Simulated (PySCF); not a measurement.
System (SMILES): P#P (P2).
Geometry (B3LYP-D3(BJ)/def2-TZVP, fixed):
```
P
P 1 1.8895
```

Basis-set convergence of the mean static polarisability at PBE with PySCF. All functions are spherical. Density fitting with generated auxiliary sets. No added dispersion term, no relativity. Reference: the value in aug-pcseg-3, 50.65 bohr³, itself unsure by roughly 0.4 % (its mean distance from aug-cc-pV(Q+d)Z, aug-pcseg-2, aug-cc-pV(T+d)Z). Deviations are taken from unrounded values.

| basis | functions | mean static polarisability (bohr³) |
|---|---|---|
| def2-SVP | 36 | 34.57 |
| def2-SVPD | 48 | 46.18 |
| pcseg-1 | 36 | 37.88 |
| aug-pcseg-1 | 54 | 49.76 |
| cc-pV(D+d)Z | 46 | 35.77 |
| aug-cc-pV(D+d)Z | 64 | 49.46 |
| 6-311G** | 52 | 37.28 |
| 6-311+G** | 60 | 41.53 |
| pcseg-2 | 68 | 37.78 |
| aug-pcseg-2 | 100 | 50.28 |
| def2-TZVP | 74 | 41.51 |
| def2-TZVPD | 86 | 49.37 |
| cc-pV(T+d)Z | 78 | 41.89 |
| aug-cc-pV(T+d)Z | 110 | 50.46 |
| def2-TZVPP | 84 | 41.62 |
| def2-TZVPPD | 96 | 49.38 |
| cc-pV(Q+d)Z | 128 | 46.41 |
| aug-cc-pV(Q+d)Z | 178 | 50.68 |
| pcseg-3 | 128 | 43.96 |
| aug-pcseg-3 | 178 | 50.65 |
| def2-QZVPP | 140 | 46.71 |
| def2-QZVPPD | 152 | 50.25 |

What the diffuse functions change, pair by pair:
- def2-SVP to def2-SVPD: 12 more functions, deviation -31.7 to -8.8 %
- pcseg-1 to aug-pcseg-1: 18 more functions, deviation -25.2 to -1.8 %
- cc-pV(D+d)Z to aug-cc-pV(D+d)Z: 18 more functions, deviation -29.4 to -2.4 %
- 6-311G** to 6-311+G**: 8 more functions, deviation -26.4 to -18.0 %
- pcseg-2 to aug-pcseg-2: 32 more functions, deviation -25.4 to -0.7 %
- def2-TZVP to def2-TZVPD: 12 more functions, deviation -18.0 to -2.5 %
- cc-pV(T+d)Z to aug-cc-pV(T+d)Z: 32 more functions, deviation -17.3 to -0.4 %
- def2-TZVPP to def2-TZVPPD: 12 more functions, deviation -17.8 to -2.5 %
- cc-pV(Q+d)Z to aug-cc-pV(Q+d)Z: 50 more functions, deviation -8.4 to 0.1 %
- pcseg-3 to aug-pcseg-3: 50 more functions, deviation -13.2 to 0.0 %
- def2-QZVPP to def2-QZVPPD: 12 more functions, deviation -7.8 to -0.8 %

Leaving out the reference's own pair, they bring the value nearer the reference by more than 0.4 % in 10 of 10 pairs.
